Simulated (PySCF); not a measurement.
Bond stretch in SMILES N. The N1–H4 bond (N1 also carries H, H; H4 carries nothing else) is stretched with both fragments frozen at the PBE0/def2-TZVP optimised geometry.

Computed with: UHF/cc-pVTZ (PySCF); RHF/cc-pVTZ (PySCF); UKS-LDA (SVWN5) = unrestricted LDA (SVWN5)/cc-pVTZ (PySCF); RKS-LDA (SVWN5) = restricted LDA (SVWN5)/cc-pVTZ (PySCF); UKS-M06-2X = unrestricted M06-2X/cc-pVTZ in PySCF; RKS-M06-2X = restricted M06-2X/cc-pVTZ (PySCF 2.14.0); UKS-PBE = unrestricted PBE/cc-pVTZ in PySCF; RKS-PBE = restricted PBE/cc-pVTZ (PySCF); UKS-B3LYP/6-31G* = unrestricted B3LYP/6-31G*, spherical d (PySCF); RKS-B3LYP/6-31G* = restricted B3LYP/6-31G*, spherical d (PySCF); UKS-LDA (SVWN5)/6-31G* = unrestricted LDA (SVWN5)/6-31G*, spherical d (PySCF); RKS-LDA (SVWN5)/6-31G* = PySCF 2.14.0 with restricted LDA (SVWN5)/6-31G*, spherical d.

Scanned distances (Å): 0.82, 0.86, 0.91, 0.96, 0.97, 1.01, 1.04, 1.07, 1.11, 1.18, 1.25, 1.36, 1.50, 1.67, 1.84, 2.02, 2.24, 2.50, 2.75, 3.05, 3.54.

Task: Where does the unrestricted solution first break spin symmetry (<S²> of 0.01 or more)?

Result: UHF: between 1.36 and 1.50 Å; UKS-LDA (SVWN5): between 1.84 and 2.02 Å; UKS-M06-2X: between 1.67 and 1.84 Å; UKS-PBE: between 1.84 and 2.02 Å; UKS-B3LYP/6-31G*: between 1.67 and 1.84 Å; UKS-LDA (SVWN5)/6-31G*: between 1.84 and 2.02 Å.

```json
[
 {"R / Å": "0.82", "<S²> UHF": "0.00", "E(RHF) − E(UHF) / kcal/mol": "0.0", "<S²> UKS-LDA (SVWN5)": "0.00", "E(RKS-LDA (SVWN5)) − E(UKS-LDA (SVWN5)) / kcal/mol": "0.0", "<S²> UKS-M06-2X": "0.00", "E(RKS-M06-2X) − E(UKS-M06-2X) / kcal/mol": "0.0", "<S²> UKS-PBE": "0.00", "E(RKS-PBE) − E(UKS-PBE) / kcal/mol": "0.0", "<S²> UKS-B3LYP/6-31G*": "0.00", "E(RKS-B3LYP/6-31G*) − E(UKS-B3LYP/6-31G*) / kcal/mol": "0.0", "<S²> UKS-LDA (SVWN5)/6-31G*": "0.00", "E(RKS-LDA (SVWN5)/6-31G*) − E(UKS-LDA (SVWN5)/6-31G*) / kcal/mol": "0.0"},
 {"R / Å": "0.86", "<S²> UHF": "0.00", "E(RHF) − E(UHF) / kcal/mol": "0.0", "<S²> UKS-LDA (SVWN5)": "0.00", "E(RKS-LDA (SVWN5)) − E(UKS-LDA (SVWN5)) / kcal/mol": "0.0", "<S²> UKS-M06-2X": "0.00", "E(RKS-M06-2X) − E(UKS-M06-2X) / kcal/mol": "0.0", "<S²> UKS-PBE": "0.00", "E(RKS-PBE) − E(UKS-PBE) / kcal/mol": "0.0", "<S²> UKS-B3LYP/6-31G*": "0.00", "E(RKS-B3LYP/6-31G*) − E(UKS-B3LYP/6-31G*) / kcal/mol": "0.0", "<S²> UKS-LDA (SVWN5)/6-31G*": "0.00", "E(RKS-LDA (SVWN5)/6-31G*) − E(UKS-LDA (SVWN5)/6-31G*) / kcal/mol": "0.0"},
 {"R / Å": "0.91", "<S²> UHF": "0.00", "E(RHF) − E(UHF) / kcal/mol": "0.0", "<S²> UKS-LDA (SVWN5)": "0.00", "E(RKS-LDA (SVWN5)) − E(UKS-LDA (SVWN5)) / kcal/mol": "0.0", "<S²> UKS-M06-2X": "0.00", "E(RKS-M06-2X) − E(UKS-M06-2X) / kcal/mol": "0.0", "<S²> UKS-PBE": "0.00", "E(RKS-PBE) − E(UKS-PBE) / kcal/mol": "0.0", "<S²> UKS-B3LYP/6-31G*": "0.00", "E(RKS-B3LYP/6-31G*) − E(UKS-B3LYP/6-31G*) / kcal/mol": "0.0", "<S²> UKS-LDA (SVWN5)/6-31G*": "0.00", "E(RKS-LDA (SVWN5)/6-31G*) − E(UKS-LDA (SVWN5)/6-31G*) / kcal/mol": "0.0"},
 {"R / Å": "0.96", "<S²> UHF": "0.00", "E(RHF) − E(UHF) / kcal/mol": "0.0", "<S²> UKS-LDA (SVWN5)": "0.00", "E(RKS-LDA (SVWN5)) − E(UKS-LDA (SVWN5)) / kcal/mol": "0.0", "<S²> UKS-M06-2X": "0.00", "E(RKS-M06-2X) − E(UKS-M06-2X) / kcal/mol": "0.0", "<S²> UKS-PBE": "0.00", "E(RKS-PBE) − E(UKS-PBE) / kcal/mol": "0.0", "<S²> UKS-B3LYP/6-31G*": "0.00", "E(RKS-B3LYP/6-31G*) − E(UKS-B3LYP/6-31G*) / kcal/mol": "0.0", "<S²> UKS-LDA (SVWN5)/6-31G*": "0.00", "E(RKS-LDA (SVWN5)/6-31G*) − E(UKS-LDA (SVWN5)/6-31G*) / kcal/mol": "0.0"},
 {"R / Å": "0.97", "<S²> UHF": "0.00", "E(RHF) − E(UHF) / kcal/mol": "0.0", "<S²> UKS-LDA (SVWN5)": "0.00", "E(RKS-LDA (SVWN5)) − E(UKS-LDA (SVWN5)) / kcal/mol": "0.0", "<S²> UKS-M06-2X": "0.00", "E(RKS-M06-2X) − E(UKS-M06-2X) / kcal/mol": "0.0", "<S²> UKS-PBE": "0.00", "E(RKS-PBE) − E(UKS-PBE) / kcal/mol": "0.0", "<S²> UKS-B3LYP/6-31G*": "0.00", "E(RKS-B3LYP/6-31G*) − E(UKS-B3LYP/6-31G*) / kcal/mol": "0.0", "<S²> UKS-LDA (SVWN5)/6-31G*": "0.00", "E(RKS-LDA (SVWN5)/6-31G*) − E(UKS-LDA (SVWN5)/6-31G*) / kcal/mol": "0.0"},
 {"R / Å": "1.01", "<S²> UHF": "0.00", "E(RHF) − E(UHF) / kcal/mol": "0.0", "<S²> UKS-LDA (SVWN5)": "0.00", "E(RKS-LDA (SVWN5)) − E(UKS-LDA (SVWN5)) / kcal/mol": "0.0", "<S²> UKS-M06-2X": "0.00", "E(RKS-M06-2X) − E(UKS-M06-2X) / kcal/mol": "0.0", "<S²> UKS-PBE": "0.00", "E(RKS-PBE) − E(UKS-PBE) / kcal/mol": "0.0", "<S²> UKS-B3LYP/6-31G*": "0.00", "E(RKS-B3LYP/6-31G*) − E(UKS-B3LYP/6-31G*) / kcal/mol": "0.0", "<S²> UKS-LDA (SVWN5)/6-31G*": "0.00", "E(RKS-LDA (SVWN5)/6-31G*) − E(UKS-LDA (SVWN5)/6-31G*) / kcal/mol": "0.0"},
 {"R / Å": "1.04", "<S²> UHF": "0.00", "E(RHF) − E(UHF) / kcal/mol": "0.0", "<S²> UKS-LDA (SVWN5)": "0.00", "E(RKS-LDA (SVWN5)) − E(UKS-LDA (SVWN5)) / kcal/mol": "0.0", "<S²> UKS-M06-2X": "0.00", "E(RKS-M06-2X) − E(UKS-M06-2X) / kcal/mol": "0.0", "<S²> UKS-PBE": "0.00", "E(RKS-PBE) − E(UKS-PBE) / kcal/mol": "0.0", "<S²> UKS-B3LYP/6-31G*": "0.00", "E(RKS-B3LYP/6-31G*) − E(UKS-B3LYP/6-31G*) / kcal/mol": "0.0", "<S²> UKS-LDA (SVWN5)/6-31G*": "0.00", "E(RKS-LDA (SVWN5)/6-31G*) − E(UKS-LDA (SVWN5)/6-31G*) / kcal/mol": "0.0"},
 {"R / Å": "1.07", "<S²> UHF": "0.00", "E(RHF) − E(UHF) / kcal/mol": "0.0", "<S²> UKS-LDA (SVWN5)": "0.00", "E(RKS-LDA (SVWN5)) − E(UKS-LDA (SVWN5)) / kcal/mol": "0.0", "<S²> UKS-M06-2X": "0.00", "E(RKS-M06-2X) − E(UKS-M06-2X) / kcal/mol": "0.0", "<S²> UKS-PBE": "0.00", "E(RKS-PBE) − E(UKS-PBE) / kcal/mol": "0.0", "<S²> UKS-B3LYP/6-31G*": "0.00", "E(RKS-B3LYP/6-31G*) − E(UKS-B3LYP/6-31G*) / kcal/mol": "0.0", "<S²> UKS-LDA (SVWN5)/6-31G*": "0.00", "E(RKS-LDA (SVWN5)/6-31G*) − E(UKS-LDA (SVWN5)/6-31G*) / kcal/mol": "0.0"},
 {"R / Å": "1.11", "<S²> UHF": "0.00", "E(RHF) − E(UHF) / kcal/mol": "0.0", "<S²> UKS-LDA (SVWN5)": "0.00", "E(RKS-LDA (SVWN5)) − E(UKS-LDA (SVWN5)) / kcal/mol": "0.0", "<S²> UKS-M06-2X": "0.00", "E(RKS-M06-2X) − E(UKS-M06-2X) / kcal/mol": "0.0", "<S²> UKS-PBE": "0.00", "E(RKS-PBE) − E(UKS-PBE) / kcal/mol": "0.0", "<S²> UKS-B3LYP/6-31G*": "0.00", "E(RKS-B3LYP/6-31G*) − E(UKS-B3LYP/6-31G*) / kcal/mol": "0.0", "<S²> UKS-LDA (SVWN5)/6-31G*": "0.00", "E(RKS-LDA (SVWN5)/6-31G*) − E(UKS-LDA (SVWN5)/6-31G*) / kcal/mol": "0.0"},
 {"R / Å": "1.18", "<S²> UHF": "0.00", "E(RHF) − E(UHF) / kcal/mol": "0.0", "<S²> UKS-LDA (SVWN5)": "0.00", "E(RKS-LDA (SVWN5)) − E(UKS-LDA (SVWN5)) / kcal/mol": "0.0", "<S²> UKS-M06-2X": "0.00", "E(RKS-M06-2X) − E(UKS-M06-2X) / kcal/mol": "0.0", "<S²> UKS-PBE": "0.00", "E(RKS-PBE) − E(UKS-PBE) / kcal/mol": "0.0", "<S²> UKS-B3LYP/6-31G*": "0.00", "E(RKS-B3LYP/6-31G*) − E(UKS-B3LYP/6-31G*) / kcal/mol": "0.0", "<S²> UKS-LDA (SVWN5)/6-31G*": "0.00", "E(RKS-LDA (SVWN5)/6-31G*) − E(UKS-LDA (SVWN5)/6-31G*) / kcal/mol": "0.0"},
 {"R / Å": "1.25", "<S²> UHF": "0.00", "E(RHF) − E(UHF) / kcal/mol": "0.0", "<S²> UKS-LDA (SVWN5)": "0.00", "E(RKS-LDA (SVWN5)) − E(UKS-LDA (SVWN5)) / kcal/mol": "0.0", "<S²> UKS-M06-2X": "0.00", "E(RKS-M06-2X) − E(UKS-M06-2X) / kcal/mol": "0.0", "<S²> UKS-PBE": "0.00", "E(RKS-PBE) − E(UKS-PBE) / kcal/mol": "0.0", "<S²> UKS-B3LYP/6-31G*": "0.00", "E(RKS-B3LYP/6-31G*) − E(UKS-B3LYP/6-31G*) / kcal/mol": "0.0", "<S²> UKS-LDA (SVWN5)/6-31G*": "0.00", "E(RKS-LDA (SVWN5)/6-31G*) − E(UKS-LDA (SVWN5)/6-31G*) / kcal/mol": "0.0"},
 {"R / Å": "1.36", "<S²> UHF": "0.00", "E(RHF) − E(UHF) / kcal/mol": "0.0", "<S²> UKS-LDA (SVWN5)": "0.00", "E(RKS-LDA (SVWN5)) − E(UKS-LDA (SVWN5)) / kcal/mol": "0.0", "<S²> UKS-M06-2X": "0.00", "E(RKS-M06-2X) − E(UKS-M06-2X) / kcal/mol": "0.0", "<S²> UKS-PBE": "0.00", "E(RKS-PBE) − E(UKS-PBE) / kcal/mol": "0.0", "<S²> UKS-B3LYP/6-31G*": "0.00", "E(RKS-B3LYP/6-31G*) − E(UKS-B3LYP/6-31G*) / kcal/mol": "0.0", "<S²> UKS-LDA (SVWN5)/6-31G*": "0.00", "E(RKS-LDA (SVWN5)/6-31G*) − E(UKS-LDA (SVWN5)/6-31G*) / kcal/mol": "0.0"},
 {"R / Å": "1.50", "<S²> UHF": "0.14", "E(RHF) − E(UHF) / kcal/mol": "0.5", "<S²> UKS-LDA (SVWN5)": "0.00", "E(RKS-LDA (SVWN5)) − E(UKS-LDA (SVWN5)) / kcal/mol": "0.0", "<S²> UKS-M06-2X": "0.00", "E(RKS-M06-2X) − E(UKS-M06-2X) / kcal/mol": "0.0", "<S²> UKS-PBE": "0.00", "E(RKS-PBE) − E(UKS-PBE) / kcal/mol": "0.0", "<S²> UKS-B3LYP/6-31G*": "0.00", "E(RKS-B3LYP/6-31G*) − E(UKS-B3LYP/6-31G*) / kcal/mol": "0.0", "<S²> UKS-LDA (SVWN5)/6-31G*": "0.00", "E(RKS-LDA (SVWN5)/6-31G*) − E(UKS-LDA (SVWN5)/6-31G*) / kcal/mol": "0.0"},
 {"R / Å": "1.67", "<S²> UHF": "0.56", "E(RHF) − E(UHF) / kcal/mol": "10.2", "<S²> UKS-LDA (SVWN5)": "0.00", "E(RKS-LDA (SVWN5)) − E(UKS-LDA (SVWN5)) / kcal/mol": "0.0", "<S²> UKS-M06-2X": "0.00", "E(RKS-M06-2X) − E(UKS-M06-2X) / kcal/mol": "0.0", "<S²> UKS-PBE": "0.00", "E(RKS-PBE) − E(UKS-PBE) / kcal/mol": "0.0", "<S²> UKS-B3LYP/6-31G*": "0.00", "E(RKS-B3LYP/6-31G*) − E(UKS-B3LYP/6-31G*) / kcal/mol": "0.0", "<S²> UKS-LDA (SVWN5)/6-31G*": "0.00", "E(RKS-LDA (SVWN5)/6-31G*) − E(UKS-LDA (SVWN5)/6-31G*) / kcal/mol": "0.0"},
 {"R / Å": "1.84", "<S²> UHF": "0.77", "E(RHF) − E(UHF) / kcal/mol": "25.9", "<S²> UKS-LDA (SVWN5)": "0.00", "E(RKS-LDA (SVWN5)) − E(UKS-LDA (SVWN5)) / kcal/mol": "0.0", "<S²> UKS-M06-2X": "0.15", "E(RKS-M06-2X) − E(UKS-M06-2X) / kcal/mol": "0.2", "<S²> UKS-PBE": "0.00", "E(RKS-PBE) − E(UKS-PBE) / kcal/mol": "0.0", "<S²> UKS-B3LYP/6-31G*": "0.24", "E(RKS-B3LYP/6-31G*) − E(UKS-B3LYP/6-31G*) / kcal/mol": "1.0", "<S²> UKS-LDA (SVWN5)/6-31G*": "0.00", "E(RKS-LDA (SVWN5)/6-31G*) − E(UKS-LDA (SVWN5)/6-31G*) / kcal/mol": "0.0"},
 {"R / Å": "2.02", "<S²> UHF": "0.89", "E(RHF) − E(UHF) / kcal/mol": "43.4", "<S²> UKS-LDA (SVWN5)": "0.05", "E(RKS-LDA (SVWN5)) − E(UKS-LDA (SVWN5)) / kcal/mol": "0.0", "<S²> UKS-M06-2X": "0.64", "E(RKS-M06-2X) − E(UKS-M06-2X) / kcal/mol": "7.2", "<S²> UKS-PBE": "0.39", "E(RKS-PBE) − E(UKS-PBE) / kcal/mol": "1.8", "<S²> UKS-B3LYP/6-31G*": "0.56", "E(RKS-B3LYP/6-31G*) − E(UKS-B3LYP/6-31G*) / kcal/mol": "6.4", "<S²> UKS-LDA (SVWN5)/6-31G*": "0.09", "E(RKS-LDA (SVWN5)/6-31G*) − E(UKS-LDA (SVWN5)/6-31G*) / kcal/mol": "0.1"},
 {"R / Å": "2.24", "<S²> UHF": "0.95", "E(RHF) − E(UHF) / kcal/mol": "63.1", "<S²> UKS-LDA (SVWN5)": "0.48", "E(RKS-LDA (SVWN5)) − E(UKS-LDA (SVWN5)) / kcal/mol": "2.8", "<S²> UKS-M06-2X": "0.84", "E(RKS-M06-2X) − E(UKS-M06-2X) / kcal/mol": "19.8", "<S²> UKS-PBE": "0.70", "E(RKS-PBE) − E(UKS-PBE) / kcal/mol": "7.9", "<S²> UKS-B3LYP/6-31G*": "0.79", "E(RKS-B3LYP/6-31G*) − E(UKS-B3LYP/6-31G*) / kcal/mol": "15.5", "<S²> UKS-LDA (SVWN5)/6-31G*": "0.51", "E(RKS-LDA (SVWN5)/6-31G*) − E(UKS-LDA (SVWN5)/6-31G*) / kcal/mol": "3.3"},
 {"R / Å": "2.50", "<S²> UHF": "0.98", "E(RHF) − E(UHF) / kcal/mol": "82.7", "<S²> UKS-LDA (SVWN5)": "0.74", "E(RKS-LDA (SVWN5)) − E(UKS-LDA (SVWN5)) / kcal/mol": "8.6", "<S²> UKS-M06-2X": "0.94", "E(RKS-M06-2X) − E(UKS-M06-2X) / kcal/mol": "34.3", "<S²> UKS-PBE": "0.87", "E(RKS-PBE) − E(UKS-PBE) / kcal/mol": "16.1", "<S²> UKS-B3LYP/6-31G*": "0.91", "E(RKS-B3LYP/6-31G*) − E(UKS-B3LYP/6-31G*) / kcal/mol": "26.2", "<S²> UKS-LDA (SVWN5)/6-31G*": "0.76", "E(RKS-LDA (SVWN5)/6-31G*) − E(UKS-LDA (SVWN5)/6-31G*) / kcal/mol": "9.4"},
 {"R / Å": "2.75", "<S²> UHF": "1.00", "E(RHF) − E(UHF) / kcal/mol": "98.0", "<S²> UKS-LDA (SVWN5)": "0.87", "E(RKS-LDA (SVWN5)) − E(UKS-LDA (SVWN5)) / kcal/mol": "14.4", "<S²> UKS-M06-2X": "0.97", "E(RKS-M06-2X) − E(UKS-M06-2X) / kcal/mol": "45.9", "<S²> UKS-PBE": "0.94", "E(RKS-PBE) − E(UKS-PBE) / kcal/mol": "23.0", "<S²> UKS-B3LYP/6-31G*": "0.96", "E(RKS-B3LYP/6-31G*) − E(UKS-B3LYP/6-31G*) / kcal/mol": "35.0", "<S²> UKS-LDA (SVWN5)/6-31G*": "0.88", "E(RKS-LDA (SVWN5)/6-31G*) − E(UKS-LDA (SVWN5)/6-31G*) / kcal/mol": "15.4"},
 {"R / Å": "3.05", "<S²> UHF": "1.00", "E(RHF) − E(UHF) / kcal/mol": "112.5", "<S²> UKS-LDA (SVWN5)": "0.95", "E(RKS-LDA (SVWN5)) − E(UKS-LDA (SVWN5)) / kcal/mol": "20.1", "<S²> UKS-M06-2X": "0.99", "E(RKS-M06-2X) − E(UKS-M06-2X) / kcal/mol": "56.6", "<S²> UKS-PBE": "0.98", "E(RKS-PBE) − E(UKS-PBE) / kcal/mol": "29.4", "<S²> UKS-B3LYP/6-31G*": "0.99", "E(RKS-B3LYP/6-31G*) − E(UKS-B3LYP/6-31G*) / kcal/mol": "43.1", "<S²> UKS-LDA (SVWN5)/6-31G*": "0.95", "E(RKS-LDA (SVWN5)/6-31G*) − E(UKS-LDA (SVWN5)/6-31G*) / kcal/mol": "21.4"},
 {"R / Å": "3.54", "<S²> UHF": "1.01", "E(RHF) − E(UHF) / kcal/mol": "129.7", "<S²> UKS-LDA (SVWN5)": "0.99", "E(RKS-LDA (SVWN5)) − E(UKS-LDA (SVWN5)) / kcal/mol": "26.6", "<S²> UKS-M06-2X": "1.00", "E(RKS-M06-2X) − E(UKS-M06-2X) / kcal/mol": "68.7", "<S²> UKS-PBE": "1.00", "E(RKS-PBE) − E(UKS-PBE) / kcal/mol": "36.0", "<S²> UKS-B3LYP/6-31G*": "1.00", "E(RKS-B3LYP/6-31G*) − E(UKS-B3LYP/6-31G*) / kcal/mol": "52.0", "<S²> UKS-LDA (SVWN5)/6-31G*": "0.99", "E(RKS-LDA (SVWN5)/6-31G*) − E(UKS-LDA (SVWN5)/6-31G*) / kcal/mol": "28.3"}
]
```
